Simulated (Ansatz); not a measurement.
One change: `ClCCl` becomes `BCCl`.

Ansatz, PBE0-D4/def2-TZVP geometries, multiplicity 1. 

```
                                                                                  property  `ClCCl`
                                                   HOMO–LUMO gap (ωB97M-V/def2-TZVPP) / eV    13.12
                                                      HOMO–LUMO gap (PBE0/def2-TZVPP) / eV     8.69
                                            zero-point energy (PBE0-D4/def2-TZVP) / kJ/mol     77.5
                                                       HOMO energy (B3LYP/def2-TZVPP) / eV    -8.42
ideal-gas entropy at 298 K and 1 bar (rigid rotor, harmonic PBE0-D4/def2-TZVP) / J/(mol·K)      270
                                                       HOMO–LUMO gap (PBE/def2-TZVPP) / eV     6.14
```

**Question.** What does the change do to each property? (Best estimate.)

**Answer.** Ansatz gave: 
```tsv
property	`BCCl`	shift
HOMO–LUMO gap (ωB97M-V/def2-TZVPP) / eV	10.67	-2.45
HOMO–LUMO gap (PBE0/def2-TZVPP) / eV	6.41	-2.28
zero-point energy (PBE0-D4/def2-TZVP) / kJ/mol	125.3	47.8
HOMO energy (B3LYP/def2-TZVPP) / eV	-7.94	0.48
ideal-gas entropy at 298 K and 1 bar (rigid rotor, harmonic PBE0-D4/def2-TZVP) / J/(mol·K)	280	10
HOMO–LUMO gap (PBE/def2-TZVPP) / eV	3.97	-2.17
```

With PBE0 the HOMO rises by 0.48 eV and the LUMO falls by 1.80 eV, so the gap narrows by about 2.28 eV. PBE moves the HOMO by 0.44 eV and ωB97M-V by 0.47 eV. The zero-point energy changes by 47.8 kJ/mol with +6 modes.

B3LYP here is the variant with VWN-RPA as its local correlation; programs differ in this.
